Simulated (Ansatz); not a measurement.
in.yaml

```yaml
crystal:
  periodic: [false, false, false]
  atoms:
    - {symbol: Li, position_ang: [0.000000, 0.000000, 0.000000]}
    - {symbol: Li, position_ang: [0.000000, 0.000000, 10.580000]}
basis:
  gaussian: {orbitals: def2-TZVP}
total_charge: -1
magnetization: {spin_polarized: false, initial_magnetization: 1}
correlation: {active_space: {window: {electrons: 3, orbitals: 3}, places: [1, 2]}}
```

```sh
$ ansatz run in.yaml --threads 1 --pin off --events-out ev --progress --plain --max-ram 2393MiB
```

What does the program do with this input?

Refused. The input was made wrong on purpose (two definitions of the active space), so the run isn't a sound calculation of what was asked.
```
Error: invalid value for `correlation.active_space`: name one of window, places and ras
```
